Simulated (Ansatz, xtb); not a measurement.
Molecule: SO2, charge -1, multiplicity 2. 
Geometry from a B3LYP-D3(BJ)/def2-TZVP (Ansatz, an electronic-structure program) optimisation:
```xyz
3

O     -1.2617     0.4486    -0.0128
S     -0.0115    -0.4129    -0.0053
O      1.2847     0.3772     0.0234
```
Charge -1, spin multiplicity 2.

Harmonic wavenumbers from GFN2-xTB (xtb, at its own minimum), cm⁻¹: 441, 991, 1014.

Question: Give the harmonic wavenumbers at B3LYP-D3(BJ)/def2-TZVP (Ansatz, finite differences of forces, unscaled).

Answer: 456, 993, 1081 cm⁻¹. Zero-point energy 3.6 kcal/mol.

Question: From these and the geometry, give the ideal-gas thermochemistry at 298.15 K and 1 atm (rigid rotor, harmonic oscillator).

Answer: Point group C2v, rotational symmetry number 2. Rotational constants 46.24, 9.733, 8.041 GHz. S(trans) 38.39, S(rot) 20.63, S(vib) 0.94, S(elec, spin only) 1.38, S 61.3 cal/(mol K). H(298) - H(0) 2.57 kcal/mol; G - E(el) -12.1 kcal/mol.
